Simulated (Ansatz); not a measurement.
3C-SiC: LDA at its full settings (plane-wave cutoff 520 eV, 14×14×14 k mesh, Fermi–Dirac smearing 0.01 eV, scalar-relativistic PAW data made under PBE) and at cheaper ones, in a cell of 2 atoms with Γ-centred meshes.

```
level and setting             lattice constant a (Å)  bulk modulus (GPa)
----------------------------  ----------------------  ------------------
LDA (Ansatz)                                   4.329                 230
LDA (Γ point alone) (Ansatz)                   4.674                 112
LDA (2×2×2 k mesh) (Ansatz)                    4.384                 215
LDA (4×4×4 k mesh) (Ansatz)                    4.332                 230
```

Largest shifts from the full settings: lattice constant a +7.97 % (LDA (Γ point alone)), against a difference of -0.39 % of the full result from the reference 4.346 Å (measured, static lattice: zero-point anharmonic expansion removed, sources range from 4.341 to 4.348; as tabulated in Mejia-Rodriguez and Trickey (2018), arXiv:1807.09216); bulk modulus -51 % (LDA (Γ point alone)), against a difference of +0.4 % of the full result from the reference 229 GPa (measured, 0 K value with the zero-point phonon effect removed; as tabulated in Mejia-Rodriguez and Trickey (2018), arXiv:1807.09216).

Ansatz's density-functional and Hartree–Fock values are scalar-relativistic unless marked +SOC, with PAW data made under PBE.

Run with cheap settings on purpose, which may leave them unconverged: LDA (2×2×2 k mesh), LDA (4×4×4 k mesh), LDA (Γ point alone).

Ansatz is an electronic-structure program.
